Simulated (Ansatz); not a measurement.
Cost and result for the atomization energy of BH5OSi, SMILES `B[SiH2]O` (8 atoms, 7 bonds).

Total charge 0; spin multiplicity 1. All single points use the PBE0-D4/def2-TZVP geometry. It is one conformer, not always the lowest. Program: Ansatz. All runs use 2 threads of an Arm Neoverse V2 on a shared host. Times are those of one run each, without the atoms' runs, and a repeat can differ threefold. Electronic energies, without spin–orbit coupling; frozen cores. CCSD(T)/CBS adds CCSD(T) − MP2 in def2-TZVPP to the MP2 limit, and its time is that of the two runs behind it. T1 = 0.012.

CCSD(T)/CBS is a level of theory with its own doubt, some kJ/mol a heavy atom from the limit and from the frozen cores, so smaller differences don't rank the functionals.

```
                           level  functions  wall time  atomization (kcal/mol)  difference from CCSD(T)/CBS  per bond
                CCSD(T)/def2-SVP         71      1.2 s                   582.3                        -43.2      -6.2
            revPBE-D4/def2-TZVPP        174      1.5 s                   612.3                        -13.2      -1.9
              BLYP-D4/def2-TZVPP        174      1.5 s                   621.7                         -3.8      -0.5
              PBE0-D4/def2-TZVPP        174        2 s                   618.4                         -7.1      -1.0
         CAM-B3LYP-D4/def2-TZVPP        174      2.1 s                   629.2                          3.7       0.5
               B2PLYP/def2-TZVPP        174        3 s                   619.3                         -6.2      -0.9
             PBE-QIDH/def2-TZVPP        174      3.1 s                   617.4                         -8.1      -1.2
              ωB97X-V/def2-TZVPP        174      5.5 s                   628.2                          2.7       0.4
               B97M-V/def2-TZVPP        174      6.5 s                   627.8                          2.3       0.3
ωB97M-V/def2-TZVPP (with forces)        174      7.5 s                   626.7                          1.2       0.2
                  MP2/def2-QZVPP        334       10 s                   624.1                         -1.4      -0.2
              CCSD(T)/def2-TZVPP        174       22 s                   609.6                        -15.9      -2.3
               CCSD(T)/CBS(def2)          –       32 s                   625.5                          0.0       0.0
```

From PBE to PBE0 (25 % exact exchange), in def2-TZVPP and without D4, the atomization energy moves by −5.9 kcal/mol: exact exchange takes away binding that semilocal exchange gives to molecules. At CCSD(T), def2-SVP lies −43.2 kcal/mol from the extrapolated value and def2-TZVPP −16.0 kcal/mol: correlation converges slowly with the basis, and small sets miss more of it in the bonded molecule than in its fragments. In def2-TZVPP, CCSD(T) changes the Hartree–Fock value by +136.3 kcal/mol (the triples alone add +5.9 kcal/mol) and MP2 by +141.3 kcal/mol; breaking electron pairs costs correlation energy, which Hartree–Fock lacks.
